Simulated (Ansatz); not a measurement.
Basis-set extrapolation for C₂H₄OS (`SC1CO1`) (PBE0-D4/def2-TZVP geometry, frozen core, Ansatz 0.2.0). Multiplicity 1, RHF reference.

|  | def2-TZVPP | def2-QZVPP |
| --- | --- | --- |
| HF | -550.473358 | -550.491849 |
| MP2 correlation | -0.744092 | -0.799686 |
| CCSD(T) correlation | -0.808942 | not run |

Energies in hartree. Use E(X) = E(∞) + A·exp(−7.88·√X) for Hartree–Fock and E(X) = E(∞) + B·X^(−2.97) for correlation, with X = 3 and 4, and add CCSD(T) minus MP2 of the smaller set to the MP2 limit.

Q: What is the CCSD(T) energy at the basis-set limit?

A: HF limit: -550.491849 + (-0.018491) × 0.13774 = -550.49440. MP2 limit: -0.799686 + (-0.055594) × 0.74074 = -0.84087. Higher-order term: -0.808942 − (-0.744092) = -0.06485. Total: -551.40012 hartree, 309.3 kJ/mol below CCSD(T)/def2-TZVPP.
